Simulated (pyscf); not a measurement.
**Four-centre exchange: `[CH3][Al]([OH])[OH]` + `[OH2]` -> `[CH3][Al]([OH])[OH]` + `[OH2]`**

Gas phase, singlet surface, charge 0. Bonds broken: Al2–O3, O10–H11. Bonds formed: Al2–O10, O3–H11. Single points on ωB97X-D3(BJ)/def2-SVP structures (PySCF, gas phase).

Transition state (Å):

```xyz
12

C      0.7974     0.9348    -0.3739
Al    -0.9885     0.4743     0.2586
O     -1.3936    -1.3538     0.0339
O     -2.3782     1.4633     0.0487
H      1.5506     0.1915    -0.0611
H      1.1247     1.9126     0.0190
H      0.8418     1.0013    -1.4751
H     -0.7705    -1.9945    -0.3243
H     -2.5481     2.0703    -0.6720
O     -1.1330    -0.2177     1.9959
H     -1.3588    -1.1566     1.2410
H     -1.8707     0.0682     2.5477
```

One imaginary mode, 993i cm⁻¹; descent along it reached the two sides named, in the forms told below.

```tsv
bond	change	reactant side (Å)	saddle	product side
Al2–O3	breaks	1.744	1.886	2.021
O10–H11	breaks	0.975	1.226	1.950
Al2–O10	forms	1.992	1.876	1.757
O3–H11	forms	2.180	1.224	0.984
```

Electronic energies relative to the separated reactants (eV):

```
level                   barrier  reaction energy  reverse barrier
----------------------  -------  ---------------  ---------------
ωB97X-D3(BJ)/def2-TZVP    -0.57             0.00            -0.57
PBE/def2-TZVP             -0.60             0.00            -0.60
r²SCAN/def2-TZVP          -0.66             0.00            -0.66
B3LYP-D3(BJ)/def2-TZVP    -0.53             0.00            -0.53
PBE0-D3(BJ)/def2-TZVP     -0.62             0.00            -0.62
M06-2X/def2-TZVP          -0.63             0.00            -0.63
ωB97M-D3(BJ)/def2-TZVP    -0.53             0.00            -0.53
HF/def2-TZVP              -0.05             0.00            -0.05
```

With ωB97M-D3(BJ)/def2-TZVP energies and thermal terms (ideal gas, 1 atm, RRHO with modes under 100 cm⁻¹ raised to 100, one conformer, R ln 2 for chiral ones without a mode under 150 cm⁻¹), in eV:

```json
[
 {"T (K)": "298", "ΔH‡": "-0.58", "ΔG‡": "-0.09", "ΔH": "0.00", "ΔG": "0.00"},
 {"T (K)": "600", "ΔH‡": "-0.58", "ΔG‡": "0.41", "ΔH": "0.00", "ΔG": "0.00"},
 {"T (K)": "900", "ΔH‡": "-0.55", "ΔG‡": "0.90", "ΔH": "0.00", "ΔG": "0.00"},
 {"T (K)": "1200", "ΔH‡": "-0.52", "ΔG‡": "1.38", "ΔH": "0.00", "ΔG": "0.00"}
]
```

On the reactant side the descent ends in an adduct with a Al–O contact, 0.97 eV under the separated species and 0.40 eV under the saddle at ωB97X-D3(BJ)/def2-TZVP. On the product side the descent ends in an adduct with a Al–O contact, 0.90 eV under the separated species and 0.33 eV under the saddle at ωB97X-D3(BJ)/def2-TZVP. At ωB97X-D3(BJ)/def2-TZVP, PBE, r²SCAN, B3LYP-D3(BJ), PBE0-D3(BJ), M06-2X, ωB97M-D3(BJ)/def2-TZVP, HF the saddle lies under the separated reactants, which points to a path from their complex (located at ωB97X-D3(BJ) alone). At ωB97X-D3(BJ)/def2-TZVP, PBE, r²SCAN, B3LYP-D3(BJ), PBE0-D3(BJ), M06-2X, ωB97M-D3(BJ)/def2-TZVP, HF the saddle lies under the separated products, which points to a path from their complex (located at ωB97X-D3(BJ) alone). What is counted as formed (Al–O) is already present as a longer contact in the reactant adduct; forming that adduct is a step of its own. What is counted as broken (Al–O) persists as a longer contact in the product adduct; parting that adduct is a step of its own. One saddle was located; it need not be the lowest between these sides.
